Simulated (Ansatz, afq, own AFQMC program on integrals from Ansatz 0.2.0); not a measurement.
## C₂, triplet in 6-31G, levels against full CI

```xyz
2

C     0.0000    0.0000    0.0000
C     0.0000    0.0000    1.2462
```

Basis 6-31G. Only valence electrons are correlated. AFQMC by an in-house program on the Cholesky factors that Ansatz 0.2.0 writes for its CCSD(T) run. ph-AFQMC/CISD is guided by a CISD state made of CCSD amplitudes; releasing the constraint for a short imaginary time cuts its bias at the price of noise, slowly where states lie close. Free projection: walkers drawn from exp(T), propagated without any constraint. Its projection time is finite, and what remains of the start isn't in its error. Error bars are statistical, one sigma.

Determinant: UHF, the one that the program's search chose, which needn't be the lowest solution. The geometry is a PBE0/def2-TZVP stationary point of this or a neighbouring charge and spin state.

Full CI on the same integrals is exact in this basis and with this determinant's frozen core.

Cautions: another spin lies lower (by 795 meV); an unrestricted solution with more broken spin lies lower (434 meV, ⟨S²⟩ 2.24); the CCSD(T) amplitudes may be one of several solutions (largest double 0.14); the CCSDT(Q) amplitudes may be one of several solutions (largest double 0.16); the CCSDTQ amplitudes may be one of several solutions (largest double 0.16); the released energies move by 1.5 errors or more from one time to the next, so no released level is given (meV from the phaseless value at times in 1/Eh: -24 ± 10 at 0.24, -41 ± 11 at 0.51, -58 ± 8 at 0.99, -41 ± 10 at 1.62, -60 ± 10 at 2.40), though the last usable value meets full CI within the noise.

The T1 diagnostic is 0.0191 and the weight of the determinant in the CISD state is 0.882. The ⟨S²⟩ of the determinant is 2.009 and the size of the correlated space is 8 electrons in 16 orbitals.

Reference: full CI, correlation energy -4.877 eV.

```tsv
level	E − E(reference) (kJ/mol)	share of correlation (%)
HF	470.5	0.00
MP2	64.4	86.32
CCSD	26.0	94.47
CCSD(T)	7.0	98.51
CCSDT	4.8	98.97
CCSDT(Q)	0.7	99.86
CCSDTQ	0.5	99.90
ph-AFQMC/HF	44.6 ± 5.1	90.51
ph-AFQMC/CISD	7.4 ± 0.8	98.43
free AFQMC	-0.1 ± 1.1	100.03
```

CCSDT and higher add their correlation energy to the determinant of the CCSD(T) run, since their own runs factorise the integrals more tightly (a shift of under 2 meV). Free projections are given only where their last times agree within the noise and don't stop above the reference; a slow remainder of the start can still hide under it. A walk keeps the symmetry of its determinant, which the program's search chose and which needn't be the lowest solution, so a lower state of the same spin and another symmetry isn't excluded.
